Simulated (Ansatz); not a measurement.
# BH₃F (doublet): from Hartree-Fock to the top rungs at distance B1–H4 along a hydrogen transfer = 1.110 Å, cc-pVDZ

How much of the correlation energy of BH₃F (doublet) does each wave-function method recover here?

Program: Ansatz 0.2.0, Gaussian basis. Level of theory: cc-pVDZ, core rule «outside noble gas», up to 2 orbitals frozen. These are calculated values, not measurements.

The runs, in order: UHF; CCSD(T) on ROHF; CCSD(T) on UHF; BCCD(T) on ROHF; CISD; CCSDT(Q) on ROHF; CCSDT(Q) on UHF; CASSCF and MRCISD+Q, 3 electrons in 3 orbitals; CASSCF and NEVPT2, 3 electrons in 3 orbitals.

14 further runs of the same task are left out: 9 for a known fault of the program, 4 that didn't finish, 1 set aside as unsound or not needed.

**1. The geometry**

The geometry derives from fragments relaxed apart (PBE0/def2-TZVP) and kept rigid, so it is no stationary point. A hydrogen atom is moved between rigid fragments.

5 atoms, charge 0, spin multiplicity 2.

Atoms are counted from 1 here; the program's logs count them from 0.

Bond lengths: B1–H2 1.193 Å, B1–H3 1.193 Å, B1–H4 1.110 Å. Angles: H2–B1–H3 120.0°, H2–B1–H4 120.0°, H3–B1–H4 120.0°.

**2. UHF**

The input, in.yaml:

```yaml
crystal:
  periodic: [false, false, false]
  atoms:
    - {symbol: B, position_ang: [-1.396574, 0.000000, 0.000000]}
    - {symbol: H, position_ang: [-1.993307, 1.033571, 0.000000]}
    - {symbol: H, position_ang: [-1.993307, -1.033571, 0.000000]}
    - {symbol: H, position_ang: [-0.286574, 0.000000, 0.000000]}
    - {symbol: F, position_ang: [1.021426, 0.000000, 0.000000]}
basis:
  gaussian: {orbitals: cc-pVDZ}
magnetization: {spin_polarized: true, initial_magnetization: 1}
hamiltonian: {xc: hf}
output: {orbitals: {seedname: orbitals}}
```

Command:

```sh
$ ansatz run in.yaml --threads 1 --pin off --events-out ev --progress --plain --max-ram 2393MiB
```

After this run come: CCSD(T) on ROHF; CCSD(T) on UHF; BCCD(T) on ROHF; CISD; CCSDT(Q) on ROHF; CCSDT(Q) on UHF; CASSCF and MRCISD+Q, 3 electrons in 3 orbitals; CASSCF and NEVPT2, 3 electrons in 3 orbitals.

Q: Predict the results of all the runs planned. Wanted: UCCSDT(Q) below the RHF energy; RMP2 from UCCSDT(Q); UMP2 from UCCSDT(Q); RCCSD from UCCSDT(Q); RCCSD(T) from UCCSDT(Q); UCCSD(T) from UCCSDT(Q); RCCSDT(Q) from UCCSDT(Q); NEVPT2 pair from UCCSDT(Q); T1 diagnostic.

As calculated:

| quantity | value |
| --- | --- |
| UCCSDT(Q) below the RHF energy | -8.2781 eV |
| RMP2 from UCCSDT(Q) | +1131.8 meV |
| UMP2 from UCCSDT(Q) | +1120.5 meV |
| RCCSD from UCCSDT(Q) | +144.2 meV |
| RCCSD(T) from UCCSDT(Q) | +29.7 meV |
| UCCSD(T) from UCCSDT(Q) | +29.3 meV |
| RCCSDT(Q) from UCCSDT(Q) | +0.4 meV |
| NEVPT2 pair from UCCSDT(Q) | +1019.7 meV |
| levels within 1 kcal/mol (43 meV) | RCCSD(T), UCCSD(T), BCCD(T), RCCSDT, UCCSDT, RCCSDT(Q) |
| T1 diagnostic | 0.035 |

RCCSD(T) lands +29.7 meV from the yardstick (0.4 % of the correlation energy). These misses are within one basis, not against nature; the frozen cores of restricted and unrestricted runs differ, which can shift their rows.
